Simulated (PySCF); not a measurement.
# Assignment exercise: C₅H₁₀O

Cartesian coordinates in Å; atom numbers follow the order of the lines, from 1:
```xyz
16

C     2.0484    0.5837    0.2888
C     0.9837   -0.3479   -0.2259
O     1.2422   -1.2404   -0.9950
C    -0.4322   -0.0992    0.2668
C    -1.2654   -1.3665    0.2340
C    -1.0573    1.0007   -0.5944
H     2.9626    0.4697   -0.2908
H     2.2543    0.3354    1.3350
H     1.7136    1.6232    0.2703
H    -0.3620    0.2751    1.2956
H    -1.3175   -1.7604   -0.7821
H    -2.2807   -1.1649    0.5827
H    -0.8325   -2.1445    0.8657
H    -1.1289    0.6716   -1.6338
H    -2.0653    1.2275   -0.2408
H    -0.4783    1.9264   -0.5695
```

Level of theory: coordinates at the PBE0-D3(BJ)/def2-TZVP level, B97-2/pcSseg-2 with gauge-including orbitals, in PySCF 2.14 (isolated molecule, no relativistic terms, fast rotation and ring inversion assumed for equivalent nuclei, a single conformation).

δ = σ(ref) − σ, references computed at the same level: TMS for $^{13}$C (185.38 ppm) and $^{1}$H (31.64 ppm).

Question: Assign these signals to the numbered atoms. $^{13}$C{$^{1}$H} NMR (computed): δ 220.1, 45.1, 29.8, 21.0.

Answer: 
| δ (ppm) | atoms | environment | reason |
| --- | --- | --- | --- |
| 220.1 | C2 | ketone carbonyl carbon | the double bond to the heteroatom, with no lone-pair donor beside it, deshields it most |
| 45.1 | C4 | sp3 CH α to a carbonyl | α to the electron-withdrawing carbonyl group |
| 29.8 | C1 | methyl carbon α to a carbonyl | α to the electron-withdrawing carbonyl group |
| 21.0 | C5/C6 | methyl carbon | aliphatic region, no heteroatom directly attached |

Question: Assign these signals to the numbered atoms. $^{1}$H NMR (300 MHz, computed): δ 2.64 (sept, 1H), 2.11 (s, 3H), 1.04 (d, 6H).

Answer: 
| δ (ppm) | atoms | environment | reason |
| --- | --- | --- | --- |
| 2.64 | H10 | hydrogen on an sp3 CH α to a carbonyl | α to C=O |
| 2.11 | H7/H8/H9 | hydrogen on a methyl carbon α to a carbonyl | α to C=O |
| 1.04 | H11/H12/H13/H14/H15/H16 | hydrogen on a methyl carbon | – |

Shifts are as computed. Against solution values, carbons near 30 ppm lie about +3 ppm off and those near 130 ppm about +7 ppm. Of 1211 compounds with measured shifts, 218 miss one by over three times the rms of a fit or turn the order of signals round; such compounds aren't used in these exercises. No couplings were computed; multiplicities are counted from neighbouring protons, with m where these are inequivalent, close in shift, in a saturated or five-membered ring or joined by F or P, and br s for small geminal =CH2 splittings.
